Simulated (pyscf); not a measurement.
H₂S + silane (SiH₄) -> H₃Si–SH + hydrogen (H₂), a four-centre exchange (singlet surface; H–S, H–Si broken, S–Si, H–H formed). Optimised with ωB97X-D3(BJ)/def2-SVP in PySCF. Energies in eV from the separated reactants.

Small-basis levels: PySCF, no dispersion term, spherical d functions. AM1 to PM7: differences of heats of formation from MOPAC, which are fitted to 298 K values and so differ in kind from electronic energies by zero-point and thermal terms. GFN2-xTB: tblite. Cost: rough CPU time at the saddle relative to B3LYP/6-31G*, from one job on a shared machine.

| level | barrier | reaction energy | cost |
|---|---|---|---|
| HF/6-31G* | 3.51 | -0.13 | 0.10 |
| SVWN5/6-31G* | 1.57 | -0.37 | 0.8 |
| PBE/6-31G* | 1.97 | -0.36 | 1 |
| M06-2X/6-31G* | 2.37 | -0.38 | 2 |
| GFN2-xTB | 2.09 | -0.01 | under 0.02 |
| PM3 | 1.25 | -0.87 | under 0.02 |
| PM6 | 0.36 | -1.64 | under 0.02 |
| ωB97M-D3(BJ)/def2-TZVP | 2.17 | -0.32 | – |

Against the last row the barrier runs from -1.81 (PM6) to +1.35 eV (HF/6-31G*). ωB97M-D3(BJ)/def2-TZVP has limits of its own. One saddle was located; it need not be the lowest between these sides.
